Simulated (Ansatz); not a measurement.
Consider the hydrogen abstraction from a B–H bond: `NBF` + H• → `N[B]F`• + H₂.

Program: Ansatz. Geometries: PBE0-D4/def2-TZVP. ΔE: electronic, gas phase. CCSD(T)/CBS adds triple-zeta CCSD(T) − MP2 to the extrapolated MP2 energy (def2 sets, frozen cores). This one scheme is used for every species, atoms too. Functionals use def2-TZVPP. No spin–orbit coupling; open shells (•) take unrestricted orbitals. Each species was taken in one conformer, which may not be the lowest.

`NBF`:

Cartesian coordinates in Å:
```
N 0.190 0.004 -0.703
B -0.129 0.007 0.649
F -1.384 -0.260 1.025
H 1.117 0.198 -1.038
H -0.484 -0.191 -1.424
H 0.690 0.242 1.490
```

`N[B]F`•:

```xyz
5

N    -0.164    0.493   -0.096
B     0.556   -0.481    0.573
F     0.502   -1.762    0.242
H    -0.122    1.463    0.157
H    -0.772    0.286   -0.876
```

H₂:

```xyz
2

H     0.047   -0.341   -0.143
H    -0.047    0.341    0.143
```

| level | ΔE (kcal/mol) |
| --- | --- |
| revPBE-D4 | 0.7 |
| HF/def2-TZVPP | 7.1 |

**Question.** What does CCSD(T)/CBS give? (Best estimate.)

**Answer.** The calculation gave: +4.0 kcal/mol. The listed levels differ from it by -3.3, 3.1 kcal/mol.

Largest T1 diagnostic among the species: 0.014.

Leaving LDA and LC-ωPBE aside and taking each functional with its dispersion term where it has one, the values, not all of them listed here, spread over 5.6 kcal/mol, from r2SCAN-D4 to ωB97M-V. LDA lies +1.9 kcal/mol from PBE without D4. From BLYP to BHLYP (50 % exact exchange), in def2-TZVPP and without D4, ΔE moves by +3.6 kcal/mol.
